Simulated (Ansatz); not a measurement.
The input, for Ansatz 0.2.0:

```yaml
crystal:
  periodic: [false, false, false]
  atoms:
    - {symbol: B, position_ang: [-1.342886, 0.000000, 0.000000]}
    - {symbol: H, position_ang: [-1.939620, 1.033571, 0.000000]}
    - {symbol: H, position_ang: [-1.939620, -1.033571, 0.000000]}
    - {symbol: H, position_ang: [0.071114, 0.000000, 0.000000]}
    - {symbol: C, position_ang: [1.249114, 0.000000, 0.000000]}
    - {symbol: H, position_ang: [1.663582, 0.000000, 0.996161]}
    - {symbol: H, position_ang: [1.663582, 0.000000, -0.996161]}
basis:
  gaussian: {orbitals: cc-pVDZ}
magnetization: {spin_polarized: true, initial_magnetization: 2}
correlation: {method: mp2, electrons: valence}
accuracy: high
output: {forces: true}
```

```sh
$ ansatz run in.yaml --threads 1 --pin off --events-out ev --progress --plain --max-ram 2393MiB
```

Question: Roughly how long does this take on 1 thread of Arm Neoverse V1, shared host, and how much host memory?

Answer: 2.4 s wall and 0.18 GiB.

```
1171 factors; integrals over basis functions are off by at most 3.2e-9 eV
mean field evaluation 1: about -1774.5192 eV, gradient 1.3e1 eV
mean field evaluation 2: about -1774.5189 eV, gradient 1.3e1 eV
mean field evaluation 4: about -1775.9382 eV, gradient 1.8e0 eV
mean field evaluation 8: about -1775.9811 eV, gradient 1.0e-4 eV
mean field evaluation 16: about -1775.3813 eV, gradient 1.2e-2 eV
mean field evaluation 32: about -1775.8284 eV, gradient 1.2e0 eV
mean field -1775.98095320 eV, -65.2660962270 hartree, gradient 1.9e-8 eV, S^2 2.030590; 6 other end points of the search recorded, 0 dependent functions left out
2 core orbitals not correlated: weight in the atoms' cores, before any rotation towards them, 1.000 or more for the frozen orbitals, at most 0.000 for the correlated occupied ones
reference -1775.98095320 eV, -65.2660962270 hartree; 7, 5 occupied and 44, 46 virtual orbitals, 1171 factors
second order -5.57418508 eV of doubles, -0.00000000 eV of singles
the calculation of the forces begins
Total energy: -1781.55513828 eV, -65.4709437503 hartree
Atom 0 at    -1.342886     0.000000     0.000000 Å, force    -1.995360     0.000000     0.000000 eV/Å
Atom 1 at    -1.939620     1.033571     0.000000 Å, force    -0.069752     0.350913    -0.000000 eV/Å
Atom 2 at    -1.939620    -1.033571     0.000000 Å, force    -0.069752    -0.350913    -0.000000 eV/Å
Atom 3 at     0.071114     0.000000     0.000000 Å, force     0.174116    -0.000000     0.000000 eV/Å
Atom 4 at     1.249114     0.000000     0.000000 Å, force     0.125766     0.000000     0.000000 eV/Å
Atom 5 at     1.663582     0.000000     0.996161 Å, force     0.917491    -0.000000     0.155041 eV/Å
Atom 6 at     1.663582     0.000000    -0.996161 Å, force     0.917491    -0.000000    -0.155041 eV/Å
Dipole moment:     0.013771    -0.000000    -0.000000 e Å
```

Forces (eV/Å):
```
B   -1.995  0.000  0.000
H   -0.070  0.351  0.000
H   -0.070 -0.351  0.000
H    0.174  0.000  0.000
C    0.126  0.000  0.000
H    0.917  0.000  0.155
H    0.917  0.000 -0.155
```
